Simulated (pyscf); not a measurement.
Thermochemistry of product channels of HC≡C–CH₃ (SMILES C#CC) + Br• (SMILES [Br]) on the doublet surface, in kcal/mol, from ωB97M-D3(BJ)/def2-TZVP energies (ideal gas, 1 atm, RRHO with modes under 100 cm⁻¹ raised to 100, one conformer, R ln 2 for chiral ones without a mode under 150 cm⁻¹). PySCF, gas phase, ωB97X-D3(BJ)/def2-SVP geometries.

```
products                              ΔE  ΔH(298 K)  ΔG(298 K)  ΔG(900 K)
----------------------------------  ----  ---------  ---------  ---------
•HC=C(CH₃)–Br (SMILES [CH]=C(C)Br)     …       -6.0       +1.3      +15.9
H₃C–C•=CH–Br (SMILES C[C]=CBr)      -9.4       -9.3       -2.6      +10.9
```

Task: What belongs in the gaps?

Result: 
- •HC=C(CH₃)–Br (SMILES [CH]=C(C)Br), ΔE: -5.9

The channel to H₃C–C•=CH–Br turns unfavourable between 298 and 1200 K (ΔG from -2.6 kcal/mol to +17.5 kcal/mol).

These are energies of the channels, which say nothing of barriers. •HC=C(CH₃)–Br lies 22.5 kcal/mol over its isomer •H₂C–CH=CH–Br (electronic energy, ωB97M-D3(BJ)/def2-TZVP). H₃C–C•=CH–Br lies 19.0 kcal/mol over its isomer •H₂C–CH=CH–Br (electronic energy, ωB97M-D3(BJ)/def2-TZVP). Left out: orbital degeneracy and the spin-orbit lowering of Br, which is large for Br, Se, Te and I. Elements up to Kr have no core potential and no relativistic terms here.
